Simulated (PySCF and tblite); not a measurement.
The numbers below are computed, except where a source is named.
System: 2-chloroacrylic acid, C3H3ClO2, numbered as in [CH2:1]=[C:2]([Cl:3])[C:4](=[O:5])[OH:6].

Motion: shift of H on O6 from O6 to O5. GFN2-xTB gives an electronic barrier of 34.4 kcal/mol and a reaction energy of 0.6 kcal/mol.

Tunnelling of the moving H, left out here, will speed the real process. In real samples such hydrogens mostly exchange between molecules or through solvent, far faster than by this path.

Question: What does PBE0/pcSseg-1 + D3(BJ) give on PBE0-D3(BJ)/def2-SVP geometries?

Answer: A barrier of 33.6 kcal/mol, 0.8 below the tight-binding barrier (from unrounded values), a reaction energy of 0.4 kcal/mol and, with GFN2-xTB thermal terms, ΔG‡(298 K) = 30.5 kcal/mol and k = 2.6×10⁻¹⁰ s⁻¹ (1 equivalent path).

Question: And the level of the geometries itself, PBE0-D3(BJ)/def2-SVP?

Answer: 33.8 kcal/mol.

Programs: tblite and PySCF.
